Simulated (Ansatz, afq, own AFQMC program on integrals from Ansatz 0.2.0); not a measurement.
Integrals from Ansatz 0.2.0, then the random walk in our own AFQMC program (afq).

```yaml
crystal:
  periodic: [false, false, false]
  atoms:
    - {symbol: Br, position_ang: [0.000000, 0.000000, 0.000000]}
basis:
  gaussian: {orbitals: cc-pVQZ}
magnetization: {spin_polarized: false, initial_magnetization: 1}
correlation: {method: ccsd_t, electrons: outside_noble_gas, hamiltonian_folder: ham}
```

```sh
$ ansatz run in.yaml --threads 1 --pin off --events-out ev --progress --plain --max-ram 16896MiB --backend cuda --devices 0, --max-vram 18GiB
```

Options of the walk:

```
--method phaseless --trial cisd --walkers 3800 --populations 20 --least-time 60 --time-step 0.005 --steps-per-block 50 --equilibration-blocks 28 --max-blocks 4000 --target-error 0.00016 --factor-cut 1e-05 --start spin_pure --seed 7859 --release-times 0.24,0.51,0.99,1.62,2.4 --release-step 0.03 --release-every 3 --taylor-order 6
```

Times are imaginary, in 1/Eh. The walk had a cap of 241 s. With eight or more populations the least sampling time is a fifth of least-time, and the error comes from their spread. Filled inner d shells are frozen with the cores.

```
orbitals 54  electrons 4 3  factors 408 of 445
reference energy -2572.44295606 Eh
CCSD correlation -0.17297855 Eh in 8 cycles, weight of the determinant in the CISD state 0.9304
energy of the start -2572.615933 Eh
 block  time / (1/Eh)  mean weight  energy / Eh
     1     0.250  0.9998  -2572.615683
     2     0.500  0.9997  -2572.617643
     3     0.750  1.0003  -2572.619262
     4     1.000  0.9999  -2572.620396
     5     1.250  1.0000  -2572.620946
    12     3.000  1.0001  -2572.622589
    19     4.750  1.0002  -2572.622391
    26     6.500  0.9998  -2572.622485
    33     8.250  1.0000  -2572.622462
    40    10.000  0.9999  -2572.622388
    46    11.500  1.0001  -2572.623005
    47    11.750  1.0001  -2572.622587
    54    13.500  1.0001  -2572.622048
    61    15.250  0.9999  -2572.622299
    68    17.000  1.0000  -2572.622514
    75    18.750  0.9998  -2572.621974
    76    19.000  1.0000  -2572.621637
    78    19.500  1.0000  -2572.622234
error from the spread of 20 populations
released: time / (1/Eh)  energy / Eh  error  mean overlap
  0.24  -2572.622482  0.000059  0.9979
  0.51  -2572.622493  0.000041  0.9980
  0.99  -2572.622611  0.000048  0.9933
  1.62  -2572.622539  0.000041  0.9919
  2.40  -2572.622719  0.000069  0.9838
energy -2572.622350 +/- 0.000064 Eh
(rows thinned)
```

Task: Estimate how long the walk took on 1 × NVIDIA H100 80GB HBM3 with 2 threads of AMD EPYC 7R13 Processor (Zen 3), with other jobs on the host (the card was shared).

Result: 55 s of wall time.

The run passed its tests (sampling time, drift between the halves within three errors, error under three times the target), which doesn't prove that it has relaxed. The second half of the sampling lies above the first by 2.1 errors of their difference, so the energy may still be moving and its error bar be too small.

Against this walk (error 1.7 meV) on the same determinant: CCSD(T) 13.5 meV higher, CCSDT(Q) 7.2 meV lower. The error is statistical and leaves out the bias of the constraint. The released energies move by 1.5 errors or more from one time to the next (meV from the phaseless value at times in 1/Eh: -3.6 ± 1.6 at 0.24, -3.9 ± 1.1 at 0.51, -7.1 ± 1.3 at 0.99, -5.2 ± 1.1 at 1.62, -10.0 ± 1.9 at 2.40), so they give no level; they do show a bias of the constraint, and the last of them that isn't too noisy lies 3 meV below CCSDT(Q).

Cautions: constraint bias not in the error; no relativity below Rb; no spin-orbit coupling; inner d shell frozen.

CCSDT and higher add their correlation energy to the determinant of the CCSD(T) run, since their own runs factorise the integrals more tightly (a shift of under 2 meV). A walk keeps the symmetry of its determinant, which the program's search chose and which needn't be the lowest solution, so a lower state of the same spin and another symmetry isn't excluded.
